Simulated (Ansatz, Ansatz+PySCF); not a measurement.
```yaml
atoms:
  - { symbol: S, position_ang: [0.0000, 0.0000, 0.0000] }
  - { symbol: O, position_ang: [1.3262, 0.0000, 0.0000] }
  - { symbol: O, position_ang: [-0.6631, 1.1485, 0.0000] }
  - { symbol: O, position_ang: [-0.6631, -1.1485, 0.0000] }
```

RHF-MP2 on singlet SO3 was run in several spherical basis sets with Ansatz (development build ahead of 0.2.0). Frozen core: 8 orbitals. Caution for RHF-MP2: no unrestricted run beside it, a lower state can exist.

Q: Rank the basis sets by the total energy that they give, lowest first, with the distance from the lowest.
A. cc-pVTZ
B. def2-TZVP
C. def2-SVP
D. 6-31G(d)
E. cc-pVDZ

A: B (0.00 eV), A (0.88 eV), E (10.84 eV), D (11.58 eV), C (19.16 eV).

Totals follow the description of the cores as much as that of the bonds, so this order isn't one of quality for chemistry.
